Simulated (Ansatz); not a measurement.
# SiP2H (quartet): relaxing a cheap start

Where does this start of SiP2H (quartet) end when it is relaxed?

Computed with Ansatz 0.2.0, Gaussian basis. Level: UKS PBE0/def2-TZVP.

**1. Where the work starts**

4 atoms, charge 0, spin multiplicity 4.

Atoms are counted from 1 here; the program's logs count them from 0.

Bond lengths: P1–Si2 2.185 Å, P1–H4 1.396 Å, Si2–P3 2.157 Å. Angles: Si2–P1–H4 95.0°, P1–Si2–P3 121.4°.

Geometry (Å):

```xyz
4
HP2Si
P    -1.8740   -0.3069   -0.0050
Si    0.0537    0.7209    0.0087
P     1.9111   -0.3749   -0.0032
H    -2.6354    0.8626    0.0086
```

The start was built by rule and, where that kept it together, relaxed with GFN2-xTB. Sticks and bond lists go by distance. 

**2. Relaxation**

File in.yaml:

```yaml
crystal:
  periodic: [false, false, false]
  atoms:
    - {symbol: P, position_ang: [-1.874003, -0.306852, -0.004990]}
    - {symbol: Si, position_ang: [0.053689, 0.720908, 0.008722]}
    - {symbol: P, position_ang: [1.911082, -0.374903, -0.003198]}
    - {symbol: H, position_ang: [-2.635448, 0.862615, 0.008573]}
basis:
  gaussian: {orbitals: def2-TZVP}
magnetization: {spin_polarized: true, initial_magnetization: 3}
hamiltonian: {xc: pbe0}
relax: {f_tol: 0.004, max_steps: 80}
```

Run with:

```
$ ansatz run in.yaml --threads 1 --pin off --events-out ev --progress --plain --max-ram 2176MiB
```

Q: Predict the outcome of this session. Wanted: energy gained; shift from the start; total energy; dipole moment; ⟨S²⟩.

The runs gave:

```
                  quantity           value
                     steps               7
             energy gained        0.076 eV
shift from the start (rms)         0.125 Å
              total energy  -26458.6462 eV
             dipole moment          1.13 D
                      ⟨S²⟩           3.814
```

What this shows: The bonds of the start are those of the end. P1–Si2 went from 2.185 to 2.116 Å. No vibrations were run, so this is a stationary point, not a proven minimum, and this spin need not be the ground state's.
